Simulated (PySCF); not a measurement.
Isomers of C2H6O3S, one GFN2-xTB conformer each. Single-point energies are computed at PBE0/pcSseg-1 (PySCF, gas phase, no added dispersion term), electronic only.

| SMILES | GFN2-xTB relative energy (kcal/mol) |
| --- | --- |
| COS(C)(=O)=O | 13.3 |
| CCS(=O)(=O)O | 7.8 |
| COS(=O)OC | 0.0 |

Conformers: `[CH3:1][O:2][S:3]([CH3:4])(=[O:5])=[O:6]` with C1–O2–S3–C4 180°; `[CH3:1][CH2:2][S:3](=[O:4])(=[O:5])[OH:6]` with C1–C2–S3–O4 -51°, C2–S3–O6–H 122°; `[CH3:1][O:2][S:3](=[O:4])[O:5][CH3:6]` with C1–O2–S3–O4 -15°, O2–S3–O5–C6 -96°.

What does PBE0/pcSseg-1 give for the same structures?

| SMILES | PBE0/pcSseg-1 E (Eh) | PBE0/pcSseg-1 (kcal/mol) | GFN2-xTB (kcal/mol) | point group |
| --- | --- | --- | --- | --- |
| CCS(=O)(=O)O | -703.10916 | 0.0 | 7.8 | C1 |
| COS(C)(=O)=O | -703.09455 | 9.2 | 13.3 | Cs |
| COS(=O)OC | -703.09254 | 10.4 | 0.0 | Cs |

GFN2-xTB puts COS(=O)OC lowest instead; measured from each level's own lowest isomer, the values differ by up to 10.4 kcal/mol (COS(=O)OC: 0.0 against 10.4). As drawn, the lowest has an O–H bond, which the highest lacks. Neighbours under 2.5 kcal/mol apart (COS(C)(=O)=O and COS(=O)OC) can change places with a better method, another conformer or zero-point energy.

Which frontier levels, dipoles and rotational constants go with these structures?

```json
{"SMILES": "CCS(=O)(=O)O", "HOMO (eV, PBE0/pcSseg-1)": "-8.90", "LUMO (eV)": "0.67", "dipole (D)": "3.69", "A, B, C (MHz)": "4621, 2522, 2487"}
{"SMILES": "COS(C)(=O)=O", "HOMO (eV, PBE0/pcSseg-1)": "-8.44", "LUMO (eV)": "1.29", "dipole (D)": "2.94", "A, B, C (MHz)": "4550, 2654, 2533"}
{"SMILES": "COS(=O)OC", "HOMO (eV, PBE0/pcSseg-1)": "-8.24", "LUMO (eV)": "0.52", "dipole (D)": "1.82", "A, B, C (MHz)": "4578, 2366, 2143"}
```
